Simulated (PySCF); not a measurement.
# Dipole moment and polarisability of `COS(=O)OC`

C2H6O3S.
Cartesian coordinates in Å at the GFN2-xTB level; atoms count from 1:
```
atom  x, y, z in Å
C1    -1.9159    0.0633   -0.2046
O2    -1.3126    0.6025    0.9436
S3     0.0109   -0.1514    1.6117
O4     0.0608   -1.4673    1.0262
O5     1.2675    0.7035    0.9375
C6     1.9031    0.2164   -0.2165
H7    -1.5770   -0.9678   -0.3487
H8    -1.6512    0.6587   -1.0823
H9    -2.9974    0.0751   -0.0667
H10    1.6379   -0.8353   -0.3674
H11    1.5933    0.7989   -1.0879
H12    2.9818    0.3027   -0.0827
```

Level: wB97X-D/def2-SVPD (PySCF), static field, nuclei fixed, core orbitals frozen in the response. The polarisability tensor in these axes (au):

```
x   67.12  0.60  0.05
y    0.60 51.78 -2.14
z    0.05 -2.14 54.02
```

Q: What are the eigenvalues, a third of the trace, and Δα (Δα² = ½Σ(αi − αj)² over the three pairs)?

A: Principal values 50.47, 55.31 and 67.14 au; mean 57.64 au = 8.54 Å³ = 9.50 × 10⁻⁴⁰ C²·m²/J; Δα = 14.86 au (26 % of the mean).

Q: What is the dipole moment, and where does it point?

A: (-0.02, 0.37, -1.73) D, 1.77 D in size, pointing from the negative to the positive side. Measured along this direction, the outermost atoms are S3 at the negative end and H8 and H11 at the positive end.

Q: How large is μ²/3kT at 273 K beside α?

A: In Gaussian units μ²/3kT = 27.75 Å³ against 8.54 Å³, a ratio of 3.25; the Debye molar polarisation (4π/3)N_A(α + μ²/3kT) is 91.5 cm³/mol, leaving out the vibrational part.

Q: Find the Langevin capture rate constant for NH4+ (18.034 u) meeting this molecule (110.004 u), k = 2.342 × 10⁻⁹ cm³/s × √(α in Å³ / reduced mass in u).

A: The reduced mass is 15.49 u, so k = 1.74 × 10⁻⁹ cm³/s. The formula leaves out the permanent dipole, which adds to the capture rate.

Q: What would n − 1 = 2πNα be for an ideal gas of these molecules at 350 K and 1 atm, electronic part alone?

A: N = p/kT = 2.0968 × 10¹⁹ cm⁻³, so n − 1 = 2π × N × 8.54 × 10⁻²⁴ cm³ = 1125 × 10⁻⁶ at long wavelengths.

Q: Traceless (Buckingham) quadrupole moment about the centre of nuclear charge: eigenvalues?

A: -9.36, 3.30, 6.06 D·Å. The values depend on the origin, since the dipole doesn't vanish. The electronic extent ⟨r²⟩ about the same centre is 669 bohr², a root-mean-square distance of 1.80 Å for the 58 electrons.

Geometry: GFN2-xTB, one conformer, isolated molecule.

The run behind these numbers computed excited states as well. On x86-64 server, one thread, on a shared host, this took 30 s of wall time.
